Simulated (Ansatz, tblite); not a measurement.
**The cluster Cd₃+: one state, many levels**

An exercise on one series of results from a longer session: the logs are not shown, and one member is left open.

The runs use Ansatz 0.2.0, Gaussian basis; as each input shows.

Levels to be run: GFN1-xTB, GFN2-xTB, PBE/def2-TZVP, r2SCAN/def2-TZVP, PBE-QIDH/def2-TZVP, LDA/def2-TZVP, revPBE/def2-TZVP, ωB97X-V/def2-TZVP, HSE06/def2-TZVP, PBE/def2-SVP, PBE0/def2-SVP, CCSD(T)/def2-TZVP, RPA/def2-TZVP.

3 further runs of the same task are left out: 3 set aside as unsound or not needed. Runs told in other sessions of the task aren't counted.

**The geometry**

The doublet was relaxed beforehand with r2SCAN/def2-TZVP. At that level it is the lowest of the isomers that a small search found.

3 atoms, charge 1, spin multiplicity 2.

Bond lengths: Cd1–Cd2 2.863 Å, Cd1–Cd3 2.863 Å. Angles: Cd2–Cd1–Cd3 179.1°.

Cd takes a core potential in the def2 sets. No spin-orbit coupling is included. The ion is computed in the gas phase, without counter-ions or solvent.

PBE0/def2-TZVP was run before; its log isn't repeated, and its numbers join the tables.

The first run:

Tight binding, by tblite at 300 K electronic temperature and without a spin-polarisation term:

```python
tblite.interface.Calculator('GFN1-xTB', numbers, positions, charge=1, uhf=1).singlepoint()
```

Tight binding, by tblite at 300 K electronic temperature and without a spin-polarisation term:

```python
tblite.interface.Calculator('GFN2-xTB', numbers, positions, charge=1, uhf=1).singlepoint()
```

start.molden holds the orbitals of an earlier run on this state, given as this run's starting guess.

Contents of in.yaml:

```yaml
crystal:
  periodic: [false, false, false]
  atoms:
    - {symbol: Cd, position_ang: [-0.006758, -0.006903, 0.011096]}
    - {symbol: Cd, position_ang: [1.679337, -2.283147, -0.406907]}
    - {symbol: Cd, position_ang: [-1.672579, 2.290050, 0.395811]}
basis:
  gaussian: {orbitals: def2-TZVP, initial_orbitals: start.molden}
total_charge: 1
magnetization: {spin_polarized: true, initial_magnetization: 1}
hamiltonian: {xc: pbe}
scf: {omitted_lower_state_checks: [starts]}
output: {orbitals: {seedname: orbitals}}
```

Launch:

```console
$ ansatz run in.yaml --threads 4 --pin off --events-out ev --progress --plain --max-ram 3916MiB
```

Among the steps run: PBE/def2-TZVP; r2SCAN/def2-TZVP; PBE-QIDH/def2-TZVP; LDA/def2-TZVP; revPBE/def2-TZVP; ωB97X-V/def2-TZVP; HSE06/def2-TZVP; PBE/def2-SVP; PBE0/def2-SVP; CCSD(T)/def2-TZVP; RPA/def2-TZVP.

One of the session's tables, all rows but one given; the rest of the session is left out.

It belongs to the step «Levels side by side». 

| level | HOMO (eV) | LUMO (eV) | gap (eV) |
| --- | --- | --- | --- |
| LDA/def2-TZVP | -9.35 | -9.02 | 0.34 |
| PBE/def2-SVP | -9.00 | -8.57 | 0.42 |
| PBE/def2-TZVP | -9.02 | -8.59 | 0.43 |
| revPBE/def2-TZVP | -8.92 | -8.44 | 0.48 |
| r2SCAN/def2-TZVP | -9.22 | -8.25 | 0.97 |
| PBE0/def2-SVP | -9.46 | -7.71 | 1.76 |
| PBE0/def2-TZVP | -9.48 | -7.71 | 1.77 |
| HSE06/def2-TZVP | ? | ? | ? |
| ωB97X-V/def2-TZVP | -10.97 | -5.96 | 5.01 |

Q: Estimate the row for HSE06/def2-TZVP from the others.

The run gave: HOMO (eV): -9.13; LUMO (eV): -8.06; gap (eV): 1.07. In the column «HOMO (eV)» it lies between r2SCAN/def2-TZVP (-9.22) and PBE/def2-TZVP (-9.02).

Caveats from the session: Notes on CCSD(T)/def2-TZVP: spin contamination.
